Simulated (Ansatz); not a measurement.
# H2As–As⁺, quartet: the ladder up to UCCSDT(Q)

Geometry: that of the H2As–As, triplet, kept fixed.

```yaml
atoms:
  - { symbol: As, position_ang: [-0.0467, 0.0000, 1.1915] }
  - { symbol: As, position_ang: [0.0198, 0.0000, -1.2272] }
  - { symbol: H, position_ang: [1.0011, -1.0996, 1.3286] }
  - { symbol: H, position_ang: [1.0011, 1.0996, 1.3286] }
```

Basis cc-pVDZ; Ansatz 0.2.0. Only valence electrons are correlated (noble-gas cores and the filled d shells of p-block atoms frozen), which leaves 11 electrons in 36 orbitals. R marks a restricted (for open shells ROHF) determinant, U an unrestricted one. Active spaces: valence = (11e, 10o) chosen from the atoms' valence shells. No spin–orbit coupling is included, and no scalar relativity.

Full CI isn't at hand for all of this; UCCSDT(Q) serves as the reference, and is uncertain by about the last step of the cluster series. The frozen core follows each run's orbitals, which can shift R against U totals by a few meV for light atoms and by up to 0.1 eV past Ca.

- UHF ⟨S²⟩: 3.796
- T1 diagnostic (RCCSD): 0.0235
- largest doubles amplitude (RCCSD): 0.057
- T1 diagnostic (UCCSD): 0.0163

Task: From what is known of these methods and the diagnostics, rank them by the size of their error in total energy against UCCSDT(Q) in cc-pVDZ, smallest first (an estimate: the text doesn't fix the numbers).
A. UMP2
B. UCCSDT
C. UHF
D. UCCSD(T)
E. UCCSD

Result: B (0.8 kJ/mol), D (3.7 kJ/mol), E (17.7 kJ/mol), A (114.1 kJ/mol), C (526.4 kJ/mol).

All errors are against UCCSDT(Q) in cc-pVDZ. Within each family the higher level lies nearer, as is usual though not guaranteed.

Natural occupations of CASSCF (valence space) about the gap: 1.965 1.954 1.003 1.001 1.000 0.043 0.036 0.026; effectively unpaired electrons, Σ n²(2−n)², 3.03.
